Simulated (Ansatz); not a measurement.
**Scan of [H···H···NH], triplet**

Starting geometry:

```
atom    x (Å)    y (Å)   z (Å)
   H  -2.0975   0.0594  0.0000
   H  -1.3525   0.0594  0.0000
   N   0.2135   0.0594  0.0000
   H   0.4826  -0.9448  0.0000
```

From there H2 is moved from one fragment to the other while all else, the fragments' distance too, stays fixed; atoms are numbered as listed. Energies are in eV, counted from the starting geometry at the same level.

Basis 6-31G; Ansatz 0.2.0. Correlated methods freeze the noble-gas cores.

For open shells CISD is restricted-active-space CI with the open shells as a complete middle space.

Full CI is exact within this basis and frozen core; it isn't the basis-set limit.

```tsv
distance H1-H2 (Å)	CISD
0.693	0.003
0.745	0.000
0.820	0.143
0.895	0.366
0.970	0.583
1.046	0.697
1.121	0.681
1.196	0.608
1.271	0.573
```

Problem. Estimate the full CI curve in 6-31G from this one, knowing how CISD errs.

Solution. The computed full CI values, in eV from the starting point, and the error of CISD against them:
| distance H1-H2 (Å) | full CI | CISD less full CI |
| --- | --- | --- |
| 0.693 | 0.011 | -0.009 |
| 0.745 | 0.000 | 0.000 |
| 0.820 | 0.125 | 0.018 |
| 0.895 | 0.322 | 0.045 |
| 0.970 | 0.503 | 0.079 |
| 1.046 | 0.607 | 0.089 |
| 1.121 | 0.613 | 0.068 |
| 1.196 | 0.563 | 0.044 |
| 1.271 | 0.551 | 0.022 |

The error spans 0.098 eV and is largest, 0.089 eV, at 1.046 Å.
